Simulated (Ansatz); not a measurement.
Geometry optimisation, UKS PBE/def2-SVP (Ansatz).

input.yaml

```yaml
crystal:
  periodic: [false, false, false]
  atoms:
    - { symbol: B, position_ang: [-0.253139, 0.039221, -0.189584] }
    - { symbol: H, position_ang: [-0.724334, 0.402963, 0.87209] }
    - { symbol: O, position_ang: [0.898207, -0.628922, -0.196204] }
    - { symbol: H, position_ang: [1.175736, -0.658996, 0.778214] }
    - { symbol: H, position_ang: [-0.854301, 0.288563, -1.22481] }
    - { symbol: O, position_ang: [0.765352, -0.237945, 2.36567] }
    - { symbol: H, position_ang: [0.18958, -0.957883, 2.711824] }
magnetization:
  spin_polarized: true
  initial_magnetization: 1
basis:
  gaussian: { orbitals: def2-SVP }
hamiltonian:
  xc: pbe
relax:
  f_tol: 0.03
  max_steps: 50
```

Launched with:

```bash
$ ansatz run input.yaml --threads 1 --pin off --max-ram 2048MiB --backend cpu --events-out ev --progress --plain --runs-dir out
```

Task: Where does it end, and by what steps?

Result: The forces met the threshold. The force dipped under the threshold on the way, but the program's further checks kept it going. After 21 steps the energy has fallen by 0.817 eV; H2 moved furthest, 1.55 Å. Parted: B1–H2 (1.22 → 2.91 Å). Joined: H2–O6 (2.20 → 0.98 Å).

```tsv
step	energy less start (eV)	largest force component (eV/Å)	accepted
0	0.0000	0.789	yes
1	-0.0370	0.442	yes
2	-0.0730	0.336	yes
3	-0.0937	0.525	yes
4	-0.1158	0.549	yes
5	-0.1402	0.504	yes
6	-0.2206	1.024	yes
7	-0.2623	2.262	yes
8	-0.5851	0.667	yes
9	-0.7123	0.449	yes
10	-0.7715	0.464	yes
11	-0.7770	0.778	yes
12	-0.7973	0.737	yes
13	-0.7957	0.598	no
14	-0.8105	0.232	yes
15	-0.8145	0.045	yes
16	-0.8161	0.040	yes
17	-0.8132	0.460	no
18	-0.8164	0.029	yes
19	-0.8168	0.028	yes
20	-0.8170	0.084	yes
21	-0.8171	0.019	yes
```

```xyz
7
Properties=species:S:1:pos:R:3
B -0.404 -0.035 -0.621
H 0.065 0.515 2.201
O 0.782 -0.537 -0.293
H 0.927 -0.507 0.704
H -0.808 0.046 -1.773
O 0.640 -0.266 2.344
H -0.005 -0.968 2.555
```

Time of the run: 46 s on 1 thread of Arm Neoverse V1, on a shared host, peak memory 0.12 GiB.
